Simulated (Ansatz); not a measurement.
Relaxation of CH3NSi (6 atoms, charge 0, multiplicity 1), to a largest force component of 0.02 eV/Å in at most 50 steps.

Computed with Ansatz 0.2.0, RKS PBE0/def2-SVP.

```xyz
6
Properties=species:S:1:pos:R:3:forces:R:3
N 1.163 -1.988 1.101 -3.14 5.15 -2.83
C 0.588 -1.042 0.579 2.74 -4.54 2.48
Si -0.286 0.419 -0.256 1.97 0.87 0.94
H -1.370 -0.001 -1.030 -1.63 -0.89 -0.95
H 0.665 1.116 -1.198 0.00 -0.30 0.30
H -0.718 1.432 0.757 0.06 -0.29 0.07
```

Where does it end, and by what steps?

It converged. After 3 steps the energy has fallen by 0.376 eV; N1 moved furthest, 0.11 Å.

```tsv
step	energy less start (eV)	largest force component (eV/Å)	accepted
0	0.0000	5.150	yes
1	-0.3630	0.633	yes
2	-0.3753	0.108	yes
3	-0.3758	0.016	yes
```

```xyz
6
Properties=species:S:1:pos:R:3
N 1.107 -1.900 1.059
C 0.579 -0.998 0.556
Si -0.258 0.446 -0.265
H -1.423 -0.081 -1.025
H 0.732 1.084 -1.172
H -0.693 1.385 0.802
```

Time of the run: 5.8 s on 1 thread of Intel(R) Xeon(R) Platinum 8488C (Sapphire Rapids) (shared host), peak memory 0.14 GiB.
